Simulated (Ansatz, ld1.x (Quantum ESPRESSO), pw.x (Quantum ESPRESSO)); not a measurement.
# What a changed setting does to a pw.x run (fcc Mg)

Potential: norm-conserving RRKJ (Kleinman–Bylander form), ld1.x (Quantum ESPRESSO) 7.5, PBEsol; core [Ne], reference 3s2 3p0; waves: 3s (bound): rc 2.20 bohr; 3p (bound, empty): rc 3.95 bohr; 3d channel at 0.1 Ry: rc 3.15 bohr; local part: all-electron potential smoothed inside 1.85 bohr (lloc = -1); core correction: a·sin(br)/r model core inside 1.95 bohr; rho0 0.001.

The reference run (k-mesh 13³, cutoffs 50/200 Ry, Fermi–Dirac 0.01 Ry, mixing_beta 0.4, conv_thr 1e-9, no spin) gives -0.47 GPa at 22.729 Å³/atom, where all-electron LAPW gives -0.03 GPa. This run, with its own iteration cap, changes k-mesh shift to 1.

```
&control
  calculation='scf', prefix='x', pseudo_dir='./', outdir='./tmp', tstress=.true., disk_io='none'
/
&system
  ibrav=0, nat=1, ntyp=1, ecutwfc=50, ecutrho=200, nbnd=8,
  occupations='smearing', smearing='fd', degauss=0.01
/
&electrons
  conv_thr=1e-09, mixing_beta=0.4, electron_maxstep=60
/
ATOMIC_SPECIES
Mg 1.0 Mg.UPF
CELL_PARAMETERS angstrom
  0.00000000 2.24827852 2.24827852
  2.24827852 0.00000000 2.24827852
  2.24827852 2.24827852 0.00000000
ATOMIC_POSITIONS crystal
Mg 0.0000 0.0000 0.0000
K_POINTS automatic
13 13 13 1 1 1
```

```bash
pw.x < Mg.scf.in > Mg.scf.out
```

Task: How does the run end?

Result: It converges in 5 iterations; the free energy moves by -0.1 meV/atom and the pressure by +0.00 GPa. The result is that of the reference run.

```
Message from routine setup:
     using ibrav=0 with symmetry is DISCOURAGED, use correct ibrav instead
     lattice parameter (alat)  =       6.0085  a.u.
     unit-cell volume          =     153.3829 (a.u.)^3
     number of electrons       =         2.00
     number of Kohn-Sham states=            8
     kinetic-energy cutoff     =      50.0000  Ry
     charge density cutoff     =     200.0000  Ry
     scf convergence threshold =      1.0E-09
     Exchange-correlation= PBESOL
     number of k points=   231  Fermi-Dirac smearing, width (Ry)=  0.0100
     iteration #  1     ecut=    50.00 Ry     beta= 0.40
     total energy              =      -1.97073366 Ry
     estimated scf accuracy    <       0.00385637 Ry
     iteration #  2     ecut=    50.00 Ry     beta= 0.40
     total energy              =      -1.97041007 Ry
     estimated scf accuracy    <       0.00132278 Ry
     iteration #  3     ecut=    50.00 Ry     beta= 0.40
     total energy              =      -1.97042469 Ry
     estimated scf accuracy    <       0.00000108 Ry
     iteration #  4     ecut=    50.00 Ry     beta= 0.40
     total energy              =      -1.97042482 Ry
     estimated scf accuracy    <       0.00000003 Ry
     iteration #  5     ecut=    50.00 Ry     beta= 0.40
     the Fermi energy is     3.5973 ev
!    total energy              =      -1.97042482 Ry
     estimated scf accuracy    <          9.6E-11 Ry
     smearing contrib. (-TS)   =      -0.00204625 Ry
     The total energy is F=E-TS. E is the sum of the following terms:
     one-electron contribution =       1.28287790 Ry
     hartree contribution      =       0.00485592 Ry
     xc contribution           =      -1.09783482 Ry
     ewald contribution        =      -2.15827756 Ry
     convergence has been achieved in   5 iterations
          total   stress  (Ry/bohr**3)                   (kbar)     P=       -4.63
     Message from routine punch:
     Nothing written, as per user request (disk_io='none')
```

The run took about 14 s on one core of a shared host (Neoverse-V2, 96 threads, 742 GiB, load 23).
